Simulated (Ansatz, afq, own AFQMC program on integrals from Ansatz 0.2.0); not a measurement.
# SiH3, doublet: AFQMC among the cluster methods

```yaml
atoms:
  - { symbol: H, position_ang: [-2.6481, 0.0479, 0.0000] }
  - { symbol: H, position_ang: [-1.9031, 0.0479, 0.0000] }
  - { symbol: Si, position_ang: [0.1439, 0.0479, 0.0000] }
  - { symbol: H, position_ang: [0.5404, -1.4316, 0.0000] }
```

Basis cc-pVTZ. Noble-gas cores (and the filled d shells of Ga–Kr and In–Xe) are frozen. AFQMC by an in-house program on the Cholesky factors that Ansatz 0.2.0 writes for its CCSD(T) run. ph-AFQMC/CISD is guided by a CISD state made of CCSD amplitudes; releasing the constraint for a short imaginary time cuts its bias at the price of noise, slowly where states lie close. ± is one standard error of the sampling.

Determinant: UHF, the one that the program's search chose, which needn't be the lowest solution. The geometry is a point of a scan.

No full CI on the walks' own integrals is used here; CCSDT(Q) serves as the reference and is uncertain by about the last step of the cluster series.

```
T1 diagnostic                               : 0.0289
weight of the determinant in the CISD state : 0.893
⟨S²⟩ of the determinant                     : 0.796
size of the correlated space                : 7 electrons in 71 orbitals
```

```csv
level,correlation energy (eV)
MP2,-3.1898
CCSD,-4.0446
CCSD(T),-4.1498
```

**Question.** Estimate where AFQMC with the constraint released lies against CCSD(T) on the same integrals.

**Answer.** 2.4 ± 0.2 kJ/mol below CCSD(T).

Reference: CCSDT(Q), correlation energy -4.178 eV. The released energy is read at 2.40 1/Eh (meV from the phaseless value at times in 1/Eh: -2.6 ± 2.1 at 0.24, -6.1 ± 1.9 at 0.51, -7.6 ± 1.8 at 0.99, -8.3 ± 1.5 at 1.62, -4.4 ± 1.7 at 2.40).

| level | E − E(reference) (kJ/mol) | share of correlation (%) |
| --- | --- | --- |
| CCSD(T) | 2.7 | 99.32 |
| CCSDT | 0.3 | 99.92 |
| ph-AFQMC/CISD | 0.7 ± 0.2 | 99.82 |
| released AFQMC | 0.3 ± 0.2 | 99.92 |

A walk keeps the symmetry of its determinant, which the program's search chose and which needn't be the lowest solution, so a lower state of the same spin and another symmetry isn't excluded. Released energies are given only where the last usable release times agree within the noise; a slower fall can still hide under it.
